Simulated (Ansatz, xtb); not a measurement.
**CH4NS−: 4 structures ranked**

4 gas-phase structures of CH4NS−, found in a search over its isomers (lower ones may exist). Each was relaxed with GFN2-xTB:

A. `NC[S-]`, a singlet
B. `CS[NH-]`, a singlet
C. `CN[S-]`, a singlet
D. `C[N-]S`, a singlet

Estimate their order in r2SCAN-D4/def2-SVPD energy at these geometries, lowest first.

Calculated order at r2SCAN-D4/def2-SVPD: A (0.0), C (19.5), B (43.3), D (44.3) kcal/mol. Less than 1 kcal/mol parts B and D, so the order within that pair means little.

Energies above the lowest of each column, in kcal/mol; the last columns are at PBE0-D3(BJ)/def2-SVPD geometries and were run for some of them only (a dash: not run or not comparable):

```csv
structure,GFN2-xTB,HF/STO-3G,r2SCAN-D4/def2-SVPD,PBE0-D3(BJ)/def2-SVPD,CCSD(T)/def2-SVPD + ΔMP2/def2-TZVPPD
A,0.0,0.0,0.0,0.0,0.0
C,8.2,8.1,19.5,19.5,18.2
B,32.1,34.0,43.3,43.5,34.8
D,25.7,32.7,44.3,–,–
```

Every level run on A puts it lowest or level with the lowest. Some further structures that were screened fall inside this span and aren't listed. Flexible structures stand in one conformer each, not always the lowest. Frequencies (PBE0-D3(BJ)/def2-SVPD) were run for A, B, C alone. The ΔMP2 step shifts differences by up to 9.8 kcal/mol, which makes them less sure. ΔMP2 is the change of the MP2 energy from the smaller to the larger basis.

Over these structures GFN2-xTB departs from r2SCAN-D4/def2-SVPD by 5.1 kcal/mol on average once a common shift is removed. A GFN2-xTB relaxation took about 0.04 s and the r2SCAN-D4/def2-SVPD energy about 2.6 s on a shared host (Ansatz 0.2.0, xtb 6.7.1).
